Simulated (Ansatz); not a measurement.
Lattice constant a (Å) of solids drawn from the class of elemental solids other than molecular ones, at two levels: PBE (PAW; Ansatz, a first-principles code), and PBE0 (Ansatz, plane waves, PAW).

```json
[
 {"solid": "bcc Rb", "PBE": "5.670", "PBE0": "5.734", "shift (%)": "+1.13"},
 {"solid": "fcc Pb", "PBE": "5.040", "PBE0": "4.999", "shift (%)": "-0.81"},
 {"solid": "bcc Ta", "PBE": "3.319", "PBE0": "3.310", "shift (%)": "-0.27"},
 {"solid": "fcc Pt", "PBE": "3.970", "PBE0": "3.927", "shift (%)": "-1.08"},
 {"solid": "diamond", "PBE": "3.572", "PBE0": "3.545", "shift (%)": "-0.76"},
 {"solid": "fcc Ir", "PBE": "3.871", "PBE0": "3.826", "shift (%)": "-1.16"},
 {"solid": "bcc Li", "PBE": "3.435", "PBE0": "3.464", "shift (%)": "+0.84"},
 {"solid": "bcc Nb", "PBE": "3.310", "PBE0": "3.301", "shift (%)": "-0.27"},
 {"solid": "bcc Fe", "PBE": "2.831", "PBE0": "2.910", "shift (%)": "+2.79"},
 {"solid": "fcc Ca", "PBE": "5.526", "PBE0": "5.581", "shift (%)": "+1.00"}
]
```

The shifts run from -1.16 % to +2.79 %, with a median of -0.27 %.

Over all 10 rows PBE0 is the larger in 4.

Ansatz's runs of these crystals have no spin polarisation, but for bcc Fe. Meta-GGA and hybrid levels favour moments, which can bear on fcc Pt, bcc Fe.

Density-functional runs with spin start from parallel moments for bcc Fe.

Spin–orbit coupling is left out, also for the solids with elements from indium on (fcc Pb, bcc Ta, fcc Pt, fcc Ir); its size isn't shown.

Ansatz's density-functional and Hartree–Fock values are scalar-relativistic unless marked +SOC, with PAW data made under PBE.
